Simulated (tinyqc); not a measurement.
RKS/exchange-only LDA in the sto-6g basis, for H2O, spin multiplicity 1, step by step (part 1 of 2). Computed by tinyqc, a small Python program that keeps every step (integrals from PySCF). Settings: charge = 0, multiplicity = 1, basis = sto-6g, energy threshold = 1e-08, iteration cap = 73, orthogonalisation = symmetric, start = random, DIIS depth = 0, damping = 0.5, method = RKS, functional = Slater exchange alone, grid = [20, 14]. Command: `OMP_NUM_THREADS=1 python tinyqc.py 25341 25342 out.jsonl` (the two numbers bound the seeds that draw the settings). One thread of a shared host (Intel(R) Xeon(R) Processor @ 2.60GHz), about 0.4 s of CPU time with the checks. Later iterations appear only in the table of the cycle.

## One-electron integrals

Geometry (angstrom):

| atom | x | y | z |
|---|---|---|---|
| O | 0.0000 | 0.0000 | 0.0000 |
| H | 0.0000 | 0.7210 | 0.5380 |
| H | 0.0000 | -0.7210 | 0.5380 |

Basis sto-6g: exponents (1/bohr^2) and contraction coefficients of normalised primitives:

| element | l (shell) | exponent | coefficient |
|---|---|---|---|
| O | s (1) | 1355.5842 | 0.0092 |
| O | s (1) | 248.5449 | 0.0494 |
| O | s (1) | 69.5339 | 0.1685 |
| O | s (1) | 23.8868 | 0.3706 |
| O | s (1) | 9.2759 | 0.4165 |
| O | s (1) | 3.8203 | 0.1303 |
| O | s (2) | 52.1878 | -0.0133 |
| O | s (2) | 10.3293 | -0.0470 |
| O | s (2) | 3.2103 | -0.0338 |
| O | s (2) | 1.2351 | 0.2502 |
| O | s (2) | 0.5364 | 0.5951 |
| O | s (2) | 0.2459 | 0.2407 |
| O | p (3) | 52.1878 | 0.0038 |
| O | p (3) | 10.3293 | 0.0377 |
| O | p (3) | 3.2103 | 0.1739 |
| O | p (3) | 1.2351 | 0.4180 |
| O | p (3) | 0.5364 | 0.4259 |
| O | p (3) | 0.2459 | 0.1017 |
| H | s (1) | 35.5232 | 0.0092 |
| H | s (1) | 6.5131 | 0.0494 |
| H | s (1) | 1.8221 | 0.1685 |
| H | s (1) | 0.6260 | 0.3706 |
| H | s (1) | 0.2431 | 0.4165 |
| H | s (1) | 0.1001 | 0.1303 |

Overlap, kinetic and nuclear-attraction integrals over the contracted functions; the nuclear repulsion is the sum of Za Zb / Rab.

nuclear repulsion = 9.778724 hartree

overlap S:
```
         1O 1s   1O 2s  1O 2px   1O 2py  1O 2pz   2H 1s    3H 1s
1O 1s   1.0000  0.2311  0.0000   0.0000  0.0000  0.0632   0.0632
1O 2s   0.2311  1.0000  0.0000   0.0000  0.0000  0.5152   0.5152
1O 2px  0.0000  0.0000  1.0000   0.0000  0.0000  0.0000   0.0000
1O 2py  0.0000  0.0000  0.0000   1.0000  0.0000  0.3301  -0.3301
1O 2pz  0.0000  0.0000  0.0000   0.0000  1.0000  0.2463   0.2463
2H 1s   0.0632  0.5152  0.0000   0.3301  0.2463  1.0000   0.2790
3H 1s   0.0632  0.5152  0.0000  -0.3301  0.2463  0.2790   1.0000
```

kinetic energy T (hartree):
```
          1O 1s    1O 2s  1O 2px   1O 2py  1O 2pz   2H 1s    3H 1s
1O 1s   29.3272  -0.8960  0.0000   0.0000  0.0000  0.0002   0.0002
1O 2s   -0.8960   0.8426  0.0000   0.0000  0.0000  0.1578   0.1578
1O 2px   0.0000   0.0000  2.5313   0.0000  0.0000  0.0000   0.0000
1O 2py   0.0000   0.0000  0.0000   2.5313  0.0000  0.2628  -0.2628
1O 2pz   0.0000   0.0000  0.0000   0.0000  2.5313  0.1961   0.1961
2H 1s    0.0002   0.1578  0.0000   0.2628  0.1961  0.7685   0.0150
3H 1s    0.0002   0.1578  0.0000  -0.2628  0.1961  0.0150   0.7685
```

nuclear attraction V (hartree):
```
           1O 1s     1O 2s    1O 2px    1O 2py    1O 2pz    2H 1s    3H 1s
1O 1s   -62.4348   -6.4232    0.0000    0.0000   -0.0222  -2.0166  -2.0166
1O 2s    -6.4232  -10.1544    0.0000    0.0000   -0.2414  -4.2745  -4.2745
1O 2px    0.0000    0.0000  -10.0585    0.0000    0.0000   0.0000   0.0000
1O 2py    0.0000    0.0000    0.0000  -10.2425    0.0000  -2.4574   2.4574
1O 2pz   -0.0222   -0.2414    0.0000    0.0000  -10.1610  -1.9172  -1.9172
2H 1s    -2.0166   -4.2745    0.0000   -2.4574   -1.9172  -6.0947  -1.8662
3H 1s    -2.0166   -4.2745    0.0000    2.4574   -1.9172  -1.8662  -6.0947
```

core Hamiltonian H = T + V (hartree):
```
           1O 1s    1O 2s   1O 2px   1O 2py   1O 2pz    2H 1s    3H 1s
1O 1s   -33.1076  -7.3192   0.0000   0.0000  -0.0222  -2.0164  -2.0164
1O 2s    -7.3192  -9.3118   0.0000   0.0000  -0.2414  -4.1167  -4.1167
1O 2px    0.0000   0.0000  -7.5272   0.0000   0.0000   0.0000   0.0000
1O 2py    0.0000   0.0000   0.0000  -7.7112   0.0000  -2.1946   2.1946
1O 2pz   -0.0222  -0.2414   0.0000   0.0000  -7.6297  -1.7211  -1.7211
2H 1s    -2.0164  -4.1167   0.0000  -2.1946  -1.7211  -5.3262  -1.8512
3H 1s    -2.0164  -4.1167   0.0000   2.1946  -1.7211  -1.8512  -5.3262
```

## Two-electron integrals

Functions are numbered as in S; the eight-fold symmetry (ij|kl) = (ji|kl) = (kl|ij) leaves the list below.

Two-electron integrals (ij|kl) in chemists' order, unique and non-zero (hartree):
```
(11|11) 4.7875      (21|11) 0.6759      (21|21) 0.1215      (22|11) 1.1174
(22|21) 0.2492      (22|22) 0.8174      (31|31) 0.0258      (32|31) 0.0391
(32|32) 0.1807      (33|11) 1.1174      (33|21) 0.2492      (33|22) 0.8174
(33|33) 0.8807      (41|41) 0.0258      (42|41) 0.0391      (42|42) 0.1807
(43|43) 0.0475      (44|11) 1.1174      (44|21) 0.2492      (44|22) 0.8174
(44|33) 0.7857      (44|44) 0.8807      (51|51) 0.0258      (52|51) 0.0391
(52|52) 0.1807      (53|53) 0.0475      (54|54) 0.0475      (55|11) 1.1174
(55|21) 0.2492      (55|22) 0.8174      (55|33) 0.7857      (55|44) 0.7857
(55|55) 0.8807      (61|11) 0.1977      (61|21) 0.0340      (61|22) 0.0682
(61|33) 0.0680      (61|41) 0.0013      (61|42) 0.0026      (61|44) 0.0683
(61|51) 0.0010      (61|52) 0.0019      (61|54) 2.16e-04    (61|55) 0.0682
(61|61) 0.0097      (62|11) 0.4449      (62|21) 0.1004      (62|22) 0.3604
(62|33) 0.3547      (62|41) 0.0064      (62|42) 0.0453      (62|44) 0.3657
(62|51) 0.0048      (62|52) 0.0338      (62|54) 0.0082      (62|55) 0.3608
(62|61) 0.0282      (62|62) 0.1912      (63|31) 0.0116      (63|32) 0.0638
(63|43) 0.0095      (63|53) 0.0071      (63|63) 0.0283      (64|11) 0.2438
(64|21) 0.0559      (64|22) 0.2138      (64|33) 0.2039      (64|41) 0.0148
(64|42) 0.0898      (64|44) 0.2297      (64|51) 0.0024      (64|52) 0.0194
(64|54) 0.0121      (64|55) 0.2077      (64|61) 0.0165      (64|62) 0.1380
(64|64) 0.1271      (65|11) 0.1819      (65|21) 0.0417      (65|22) 0.1595
(65|33) 0.1522      (65|41) 0.0024      (65|42) 0.0194      (65|44) 0.1572
(65|51) 0.0134      (65|52) 0.0783      (65|54) 0.0133      (65|55) 0.1692
(65|61) 0.0123      (65|62) 0.1030      (65|64) 0.0737      (65|65) 0.0833
(66|11) 0.5603      (66|21) 0.1288      (66|22) 0.5243      (66|33) 0.5031
(66|41) 0.0114      (66|42) 0.1079      (66|44) 0.5439      (66|51) 0.0085
(66|52) 0.0805      (66|54) 0.0305      (66|55) 0.5258      (66|61) 0.0366
(66|62) 0.3390      (66|64) 0.2800      (66|65) 0.2089      (66|66) 0.7750
(71|11) 0.1977      (71|21) 0.0340      (71|22) 0.0682      (71|33) 0.0680
(71|41) -0.0013     (71|42) -0.0026     (71|44) 0.0683      (71|51) 0.0010
(71|52) 0.0019      (71|54) -2.16e-04   (71|55) 0.0682      (71|61) 0.0096
(71|62) 0.0273      (71|64) 0.0144      (71|65) 0.0119      (71|66) 0.0348
(71|71) 0.0097      (72|11) 0.4449      (72|21) 0.1004      (72|22) 0.3604
(72|33) 0.3547      (72|41) -0.0064     (72|42) -0.0453     (72|44) 0.3657
(72|51) 0.0048      (72|52) 0.0338      (72|54) -0.0082     (72|55) 0.3608
(72|61) 0.0273      (72|62) 0.1578      (72|64) 0.0777      (72|65) 0.0826
(72|66) 0.2332      (72|71) 0.0282      (72|72) 0.1912      (73|31) 0.0116
(73|32) 0.0638      (73|43) -0.0095     (73|53) 0.0071      (73|63) 0.0227
(73|73) 0.0283      (74|11) -0.2438     (74|21) -0.0559     (74|22) -0.2138
(74|33) -0.2039     (74|41) 0.0148      (74|42) 0.0898      (74|44) -0.2297
(74|51) -0.0024     (74|52) -0.0194     (74|54) 0.0121      (74|55) -0.2077
(74|61) -0.0144     (74|62) -0.0777     (74|64) -0.0158     (74|65) -0.0397
(74|66) -0.0994     (74|71) -0.0165     (74|72) -0.1380     (74|74) 0.1271
(75|11) 0.1819      (75|21) 0.0417      (75|22) 0.1595      (75|33) 0.1522
(75|41) -0.0024     (75|42) -0.0194     (75|44) 0.1572      (75|51) 0.0134
(75|52) 0.0783      (75|54) -0.0133     (75|55) 0.1692      (75|61) 0.0119
(75|62) 0.0826      (75|64) 0.0397      (75|65) 0.0653      (75|66) 0.1344
(75|71) 0.0123      (75|72) 0.1030      (75|74) -0.0737     (75|75) 0.0833
(76|11) 0.1861      (76|21) 0.0424      (76|22) 0.1630      (76|33) 0.1595
(76|44) 0.1628      (76|51) 0.0033      (76|52) 0.0268      (76|55) 0.1668
(76|61) 0.0118      (76|62) 0.0848      (76|64) 0.0525      (76|65) 0.0514
(76|66) 0.1520      (76|71) 0.0118      (76|72) 0.0848      (76|74) -0.0525
(76|75) 0.0514      (76|76) 0.0447      (77|11) 0.5603      (77|21) 0.1288
(77|22) 0.5243      (77|33) 0.5031      (77|41) -0.0114     (77|42) -0.1079
(77|44) 0.5439      (77|51) 0.0085      (77|52) 0.0805      (77|54) -0.0305
(77|55) 0.5258      (77|61) 0.0348      (77|62) 0.2332      (77|64) 0.0994
(77|65) 0.1344      (77|66) 0.3582      (77|71) 0.0366      (77|72) 0.3390
(77|74) -0.2800     (77|75) 0.2089      (77|76) 0.1520      (77|77) 0.7750
```

## Orthogonalisation

S = U s U^T; symmetric (Loewdin) form X = U s^(-1/2) U^T, so that X^T S X = 1.

eigenvalues of S: 0.3041  0.3733  0.8897  1.0000  1.0844  1.3478  2.0008

X:
```
          1O 1s    1O 2s  1O 2px   1O 2py   1O 2pz    2H 1s    3H 1s
1O 1s    1.0230  -0.1417  0.0000   0.0000  -0.0103   0.0210   0.0210
1O 2s   -0.1417   1.3012  0.0000   0.0000   0.1317  -0.3375  -0.3375
1O 2px   0.0000   0.0000  1.0000   0.0000   0.0000   0.0000   0.0000
1O 2py   0.0000   0.0000  0.0000   1.1381   0.0000  -0.2627   0.2627
1O 2pz  -0.0103   0.1317  0.0000   0.0000   1.0619  -0.1591  -0.1591
2H 1s    0.0210  -0.3375  0.0000  -0.2627  -0.1591   1.2574  -0.1027
3H 1s    0.0210  -0.3375  0.0000   0.2627  -0.1591  -0.1027   1.2574
```

## Starting guess

The start is random orthonormal orbitals; D = 2 C_occ C_occ^T.

D at the start:
```
          1O 1s    1O 2s   1O 2px   1O 2py   1O 2pz    2H 1s    3H 1s
1O 1s    2.0819  -0.7615   0.1158   0.0433   0.0909   0.0078   0.4089
1O 2s   -0.7615   3.7359  -0.1395  -0.2008   1.1592  -1.7914  -1.3608
1O 2px   0.1158  -0.1395   0.7211  -0.9960  -0.1535   0.9510  -0.2949
1O 2py   0.0433  -0.2008  -0.9960   2.0397   0.0669  -0.6770   1.2922
1O 2pz   0.0909   1.1592  -0.1535   0.0669   1.6942  -0.2973  -1.5924
2H 1s    0.0078  -1.7914   0.9510  -0.6770  -0.2973   2.6770   0.2745
3H 1s    0.4089  -1.3608  -0.2949   1.2922  -1.5924   0.2745   2.6757
```

## Iteration 1: exchange-correlation on the grid

Becke grid with 20 radial and 14 angular points per atom, points of zero weight dropped. rho = sum D_ij phi_i phi_j; V_xc,ij = sum w v_xc phi_i phi_j; v_xc is d(rho eps)/d rho.

The 16 grid points with the largest w rho, of 830 (bohr, atomic units):

| x | y | z | w | rho | eps_xc | v_xc |
|---|---|---|---|---|---|---|
| 0.6034 | -0.6034 | -0.6034 | 0.3139 | 0.4796 | -0.5781 | -0.7708 |
| -0.4444 | 0.4444 | 0.4444 | 0.1307 | 1.0318 | -0.7463 | -0.9951 |
| 0.4444 | -0.4444 | -0.4444 | 0.1376 | 0.8968 | -0.7122 | -0.9496 |
| 0.7990 | -0.7990 | -0.7990 | 0.6685 | 0.1827 | -0.4191 | -0.5587 |
| 0.4444 | -0.4444 | 0.4444 | 0.1307 | 0.9066 | -0.7148 | -0.9531 |
| -0.6034 | 0.6034 | -0.6034 | 0.3139 | 0.3709 | -0.5307 | -0.7075 |
| 0.0000 | 0.0000 | 0.7697 | 0.1204 | 0.9604 | -0.7287 | -0.9716 |
| 0.0000 | 0.0000 | 1.0451 | 0.2542 | 0.4440 | -0.5635 | -0.7513 |
| -0.6034 | 0.6034 | 0.6034 | 0.2315 | 0.4850 | -0.5803 | -0.7737 |
| -0.4444 | 0.4444 | -0.4444 | 0.1376 | 0.7094 | -0.6587 | -0.8783 |
| 0.0000 | -0.7697 | 0.0000 | 0.1159 | 0.8273 | -0.6933 | -0.9244 |
| 0.0000 | 0.7697 | 0.0000 | 0.1159 | 0.7885 | -0.6823 | -0.9098 |
| -0.7990 | 0.7990 | -0.7990 | 0.6685 | 0.1346 | -0.3785 | -0.5046 |
| 0.6034 | -0.6034 | 0.6034 | 0.2315 | 0.3876 | -0.5385 | -0.7180 |
| 0.4444 | 0.4444 | 0.4444 | 0.1307 | 0.6572 | -0.6421 | -0.8561 |
| -0.3173 | 0.3173 | 0.3173 | 0.0552 | 1.5153 | -0.8483 | -1.1311 |

electrons on the grid, sum of w rho = 9.9782

E_xc = sum of w rho eps_xc = -8.062981 hartree

V_xc (hartree):
```
          1O 1s    1O 2s   1O 2px   1O 2py   1O 2pz    2H 1s    3H 1s
1O 1s   -2.8008  -0.3493  -0.0027   0.0002  -0.0104  -0.1060  -0.1060
1O 2s   -0.3493  -0.6946  -0.0073  -0.0053  -0.0389  -0.3097  -0.2958
1O 2px  -0.0027  -0.0073  -0.6587   0.0357   0.0011   0.0013  -0.0078
1O 2py   0.0002  -0.0053   0.0357  -0.7161  -0.0180  -0.1963   0.1755
1O 2pz  -0.0104  -0.0389   0.0011  -0.0180  -0.7088  -0.1597  -0.1430
2H 1s   -0.1060  -0.3097   0.0013  -0.1963  -0.1597  -0.5075  -0.1326
3H 1s   -0.1060  -0.2958  -0.0078   0.1755  -0.1430  -0.1326  -0.4595
```

## Iteration 1: building the Kohn-Sham matrix

J_ij = sum D_kl (ij|kl); F = H + J + V_xc; E = tr D H + tr D J / 2 + E_xc + E_nn.

Coulomb J (hartree):
```
          1O 1s   1O 2s   1O 2px   1O 2py   1O 2pz   2H 1s    3H 1s
1O 1s   16.9034  2.9936   0.0103   0.0044   0.0537  0.8479   0.8470
1O 2s    2.9936  7.8777   0.0424   0.0505   0.2878  3.5695   3.5051
1O 2px   0.0103  0.0424   7.7921  -0.0708  -0.0052  0.0042   0.0282
1O 2py   0.0044  0.0505  -0.0708   7.9483   0.0484  2.1682  -2.0629
1O 2pz   0.0537  0.2878  -0.0052   0.0484   7.8928  1.7099   1.6509
2H 1s    0.8479  3.5695   0.0042   2.1682   1.7099  5.5500   1.6361
3H 1s    0.8470  3.5051   0.0282  -2.0629   1.6509  1.6361   5.3032
```

Kohn-Sham matrix F (hartree):
```
           1O 1s    1O 2s   1O 2px   1O 2py   1O 2pz    2H 1s    3H 1s
1O 1s   -19.0051  -4.6750   0.0076   0.0046   0.0211  -1.2744  -1.2753
1O 2s    -4.6750  -2.1287   0.0350   0.0453   0.0075  -0.8568  -0.9073
1O 2px    0.0076   0.0350  -0.3938  -0.0351  -0.0041   0.0055   0.0204
1O 2py    0.0046   0.0453  -0.0351  -0.4791   0.0305  -0.2227   0.3072
1O 2pz    0.0211   0.0075  -0.0041   0.0305  -0.4456  -0.1708  -0.2132
2H 1s    -1.2744  -0.8568   0.0055  -0.2227  -0.1708  -0.2837  -0.3477
3H 1s    -1.2753  -0.9073   0.0204   0.3072  -0.2132  -0.3477  -0.4824
```

total energy of this density = -70.685745 hartree

This density is the starting one.

## Iteration 1: diagonalisation and new density

Diagonalise F' = X^T F X, C = X C', fill 5 alpha and 5 beta electrons from the bottom; D = 2 C_occ C_occ^T; the new density keeps 0.5 of the old one (damping). Each column has its largest component positive (the first on a tie).

F' = X^T F X (hartree):
```
          1        2        3        4        5        6        7
1  -18.6783  -2.4034   0.0034   0.0004  -0.0031  -0.2517  -0.2485
2   -2.4034  -1.0946   0.0353   0.0373   0.1467  -0.4226  -0.4105
3    0.0034   0.0353  -0.3938  -0.0361  -0.0039   0.0030   0.0048
4    0.0004   0.0373  -0.0361  -0.3086   0.0230  -0.2820   0.2996
5   -0.0031   0.1467  -0.0039   0.0230  -0.3689  -0.1665  -0.1807
6   -0.2517  -0.4226   0.0030  -0.2820  -0.1665   0.2460  -0.1097
7   -0.2485  -0.4105   0.0048   0.2996  -0.1807  -0.1097   0.0288
```

orbital energies (hartree): MO1 -19.0106, MO2 -1.0477, MO3 -0.5480, MO4 -0.4571, MO5 -0.3835, MO6 0.3479, MO7 0.5296

coefficients C:
```
            MO1      MO2      MO3      MO4      MO5      MO6      MO7
1O 1s    0.9953  -0.2431  -0.0408   0.0103  -0.0087   0.1038   0.0725
1O 2s    0.0227   0.9495   0.2136  -0.1091   0.0402  -0.8116  -0.5818
1O 2px  -0.0004  -0.0555   0.1400   0.2728   0.9499  -0.0234   0.0078
1O 2py  -0.0004  -0.0764   0.7144   0.3655  -0.1961   0.5288  -0.6822
1O 2pz   0.0017  -0.0116  -0.3982   0.7941  -0.1799  -0.5116  -0.3350
2H 1s   -0.0057   0.0307   0.1133   0.1879  -0.0761   0.1462   1.3130
3H 1s   -0.0060   0.0981  -0.2928   0.0754   0.0609   1.2740  -0.2690
```

D after iteration 1:
```
          1O 1s    1O 2s   1O 2px   1O 2py   1O 2pz    2H 1s    3H 1s
1O 1s    2.0926  -0.5992   0.0598   0.0162   0.0760  -0.0113   0.1869
1O 2s   -0.5992   2.8293  -0.0842  -0.0681   0.3896  -0.8660  -0.6558
1O 2px   0.0598  -0.0842   1.3599  -0.4803  -0.0861   0.4686  -0.1155
1O 2py   0.0162  -0.0681  -0.4803   1.7080   0.0754  -0.1763   0.4451
1O 2pz   0.0760   0.3896  -0.0861   0.0754   1.6689  -0.0312  -0.6319
2H 1s   -0.0113  -0.8660   0.4686  -0.1763  -0.0312   1.3934   0.1167
3H 1s    0.1869  -0.6558  -0.1155   0.4451  -0.6319   0.1167   1.4426
```

## Iteration 2: exchange-correlation on the grid

As before.

The 16 grid points with the largest w rho, of 830 (bohr, atomic units):

| x | y | z | w | rho | eps_xc | v_xc |
|---|---|---|---|---|---|---|
| 0.6034 | -0.6034 | -0.6034 | 0.3139 | 0.4710 | -0.5746 | -0.7662 |
| -0.6034 | 0.6034 | -0.6034 | 0.3139 | 0.4131 | -0.5501 | -0.7334 |
| 0.4444 | -0.4444 | -0.4444 | 0.1376 | 0.8776 | -0.7071 | -0.9428 |
| 0.7990 | -0.7990 | -0.7990 | 0.6685 | 0.1803 | -0.4173 | -0.5564 |
| -0.4444 | 0.4444 | 0.4444 | 0.1307 | 0.9207 | -0.7185 | -0.9580 |
| -0.6034 | -0.6034 | -0.6034 | 0.3139 | 0.3487 | -0.5198 | -0.6931 |
| -0.6034 | 0.6034 | 0.6034 | 0.2315 | 0.4727 | -0.5753 | -0.7671 |
| 0.0000 | 0.0000 | 1.0451 | 0.2542 | 0.4300 | -0.5575 | -0.7433 |
| 0.0000 | 0.0000 | -1.0451 | 0.2797 | 0.3887 | -0.5390 | -0.7187 |
| 0.4444 | -0.4444 | 0.4444 | 0.1307 | 0.8293 | -0.6939 | -0.9252 |
| 1.0451 | 0.0000 | 0.0000 | 0.2794 | 0.3836 | -0.5367 | -0.7155 |
| -0.4444 | 0.4444 | -0.4444 | 0.1376 | 0.7773 | -0.6791 | -0.9054 |
| -1.0451 | 0.0000 | 0.0000 | 0.2794 | 0.3791 | -0.5345 | -0.7127 |
| -0.7990 | 0.7990 | -0.7990 | 0.6685 | 0.1548 | -0.3965 | -0.5287 |
| 0.6034 | 0.6034 | -0.6034 | 0.3139 | 0.3287 | -0.5097 | -0.6796 |
| 0.0000 | 0.0000 | 0.7697 | 0.1204 | 0.8455 | -0.6984 | -0.9312 |

electrons on the grid, sum of w rho = 9.9483

E_xc = sum of w rho eps_xc = -8.247845 hartree

V_xc (hartree):
```
          1O 1s    1O 2s   1O 2px   1O 2py   1O 2pz    2H 1s    3H 1s
1O 1s   -2.8156  -0.3551  -0.0012  -0.0001  -0.0039  -0.1072  -0.1071
1O 2s   -0.3551  -0.7262  -0.0029  -0.0027  -0.0178  -0.3109  -0.3047
1O 2px  -0.0012  -0.0029  -0.7057   0.0154   0.0011   0.0006  -0.0033
1O 2py  -0.0001  -0.0027   0.0154  -0.7366  -0.0090  -0.1894   0.1799
1O 2pz  -0.0039  -0.0178   0.0011  -0.0090  -0.7360  -0.1486  -0.1409
2H 1s   -0.1072  -0.3109   0.0006  -0.1894  -0.1486  -0.4641  -0.1310
3H 1s   -0.1071  -0.3047  -0.0033   0.1799  -0.1409  -0.1310  -0.4427
```

## Iteration 2: building the Kohn-Sham matrix

As before.

Coulomb J (hartree):
```
          1O 1s   1O 2s   1O 2px   1O 2py   1O 2pz   2H 1s    3H 1s
1O 1s   17.4660  3.1110   0.0047   0.0026   0.0245  0.8786   0.8780
1O 2s    3.1110  8.1988   0.0193   0.0228   0.1511  3.6330   3.6052
1O 2px   0.0047  0.0193   8.1563  -0.0344  -0.0032  0.0016   0.0133
1O 2py   0.0026  0.0228  -0.0344   8.2340   0.0246  2.1662  -2.1204
1O 2pz   0.0245  0.1511  -0.0032   0.0246   8.2061  1.6679   1.6415
2H 1s    0.8786  3.6330   0.0016   2.1662   1.6679  5.4277   1.6484
3H 1s    0.8780  3.6052   0.0133  -2.1204   1.6415  1.6484   5.3262
```

Kohn-Sham matrix F (hartree):
```
           1O 1s    1O 2s   1O 2px   1O 2py   1O 2pz    2H 1s    3H 1s
1O 1s   -18.4572  -4.5633   0.0035   0.0025  -0.0016  -1.2449  -1.2454
1O 2s    -4.5633  -1.8392   0.0164   0.0201  -0.1080  -0.7946  -0.8162
1O 2px    0.0035   0.0164  -0.0765  -0.0190  -0.0020   0.0021   0.0100
1O 2py    0.0025   0.0201  -0.0190  -0.2138   0.0156  -0.2178   0.2540
1O 2pz   -0.0016  -0.1080  -0.0020   0.0156  -0.1596  -0.2018  -0.2205
2H 1s    -1.2449  -0.7946   0.0021  -0.2178  -0.2018  -0.3626  -0.3338
3H 1s    -1.2454  -0.8162   0.0100   0.2540  -0.2205  -0.3338  -0.4427
```

total energy of this density = -72.807631 hartree

This density is a damped mixture and is not idempotent.
